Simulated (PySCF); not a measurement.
Species: DPP, C₆H₄N₂O₂.
Numbering: `[O:1]=[C:2]1[NH:3][CH:4]=[C:5]2[C:6](=[O:7])[NH:8][CH:9]=[C:10]12` (hydrogens: H11 on N3; H12 on C4; H13 on N8; H14 on C9)

Linear response at wB97X-D/def2-SVPD (PySCF, frozen core in the response, non-relativistic). Isolated species at its PBE0-D3(BJ)/def2-SVP geometry, gas phase.

Static isotropic polarisability: 95.18 au (14.10 Å³), principal values 48.8, 93.9, 142.8 au.

(1) What is the polarisability at 1064 nm and at the sodium D line?

(2) What is the isotropic C6 coefficient between two such molecules, C6 = (3/π)∫α(iω)² dω?

(3) Which effective excitation energy ω̄ makes London's formula C6 = (3/4)α²ω̄ exact here?

(4) What n − 1 at the D line would an ideal gas of it have at 273.15 K and 1 atm (2.6868 × 10¹⁹ cm⁻³), by n − 1 = 2π·N·α′?

(5) What three-body coefficient follows from the one-pole estimate C9 = (3/4)·α·C6?

(6) What molar refraction at the D line follows from R = (4π/3)·N_A·α′, with α′ the polarisability volume?

(7) How anisotropic is the static polarisability, by Δα² = ½[(α1 − α2)² + (α2 − α3)² + (α3 − α1)²]?

Results:

(1) 97.75 au at 1064 nm (+2.7 %), 106.00 au at 589.3 nm (+11.4 %). The rise at 589.3 nm is 4.20 times that at 1064 nm; a pure ω² law gives 3.26. The lowest singlet lies at 351 nm, shorter than both wavelengths.

(2) 3152 au (Eh·bohr⁶) by a ten-point quadrature over imaginary frequencies, which is 1880 eV·Å⁶ or 182 J·nm⁶/mol.

(3) ω̄ = 4·C6/(3α²) = 0.464 Eh = 12.6 eV. A one-pole form α(ω) = α/(1 − ω²/ω̄²) fitted to the 1064 nm value gives 7.2 eV. London's choice of the ionisation energy (8.15 eV, ΔSCF at the same level) gives C6 = 2040 au, 35 % too low.

(4) 26.52 × 10⁻⁴, a formal value whether or not that pressure can be reached.

(5) 225000 au. This is an estimate from the two numbers above, not a computed integral.

(6) α′ = 15.71 Å³ gives R = 39.62 cm³/mol, for isolated, non-vibrating species.

(7) Δα = 81.4 au, or 0.86 of the isotropic value.

The run took 93 s of wall time on an x86-64 server with one thread, shared host. This is the whole response run at wB97X-D/def2-SVPD, SCF included.

The pairwise dispersion term of wB97X-D wasn't added to the energies; at a given geometry it leaves orbitals and properties as they are.
